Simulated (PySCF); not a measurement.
Species: Cl2.
SMILES: `ClCl`

The calculation used B3LYP/6-31+G* geometry optimisation, gas phase (PySCF 2.14.0).

Masses are those of the commonest isotopes; rigid-rotor values at the optimised geometry. 

Task: What are the moment of inertia and the rotational constant?

Result: I = 73.180 u·Å², B = 505379 MHz·u·Å²/I = 6906 MHz (0.2304 cm⁻¹, or 0.331 K as hB/k). For two atoms I = μr² with μ = 17.4844 u and r = 2.0458 Å.

Task: List the first levels of a rigid rotor in a Σ state.

Result: E(J) = BJ(J+1): J = 1: 0.461, J = 2: 1.382, J = 3: 2.764, J = 4: 4.607, J = 5: 6.911, J = 6: 9.675 cm⁻¹.

Task: Has it a pure rotational spectrum?

Result: Not by electric dipole: D∞h allows no dipole (computed 0.00 D). Rotational Raman lines (ΔJ = 2) lie at B(4J + 6), spaced by 4B = 0.921 cm⁻¹, with nuclear-spin weights that differ between even and odd J.

Task: Estimate the classical rotational partition function at 10 K, 50 K and 500 K.

Result: Point group D∞h, symmetry number σ = 2; q = kT/(σhB), k/h = 20836.6 MHz/K: 15.1 at 10 K, 75.4 at 50 K, 754 at 500 K.

Not checked by B3LYP/6-31+G* frequencies. Zero-point vibration and centrifugal distortion are left out.

The run took 1.6 s of wall time on an Arm Neoverse V1 with one thread, shared host with 32 logical CPUs at a one-minute load of 15, and the process peaked at 0.24 GiB of memory. This is the geometry optimisation.
